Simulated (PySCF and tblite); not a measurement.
Results of a calculation; reference values are marked as such.
System: dimethyl-n-propylamine, C₅H₁₃N, numbered as in [CH3:1][CH2:2][CH2:3][N:4]([CH3:5])[CH3:6].

For the pyramidal inversion at N4: electronic barrier 6.17 kcal/mol, zero-point change -1.01 kcal/mol, thermal and entropy terms at 350 K a further -0.22 kcal/mol (symmetry numbers apart). The minimum is C1, the saddle C1. Level: PBE0/pcSseg-1 + D3(BJ), IEF-PCM chloroform on GFN2-xTB stationary points, with GFN2-xTB thermal terms. Rate constants are transition-state-theory values, counting equivalent paths, without tunnelling. (PySCF 2.14 with density fitting, tblite 0.8.)

(1) How many equivalent paths lead out of the minimum?

(2) Work out the rate at 350 K.

Answers

(1) 1: the symmetry number of the minimum is 1, that of the saddle displaced along its mode 1.

(2) ΔG‡ = 4.94 kcal/mol; k_B T/h = 7.3×10¹² s⁻¹; exp(−ΔG‡/RT) = 0.00082; times 1 gives k = 6×10⁹ s⁻¹. Wigner's tunnelling factor for the 250i cm⁻¹ mode would be 1.04.
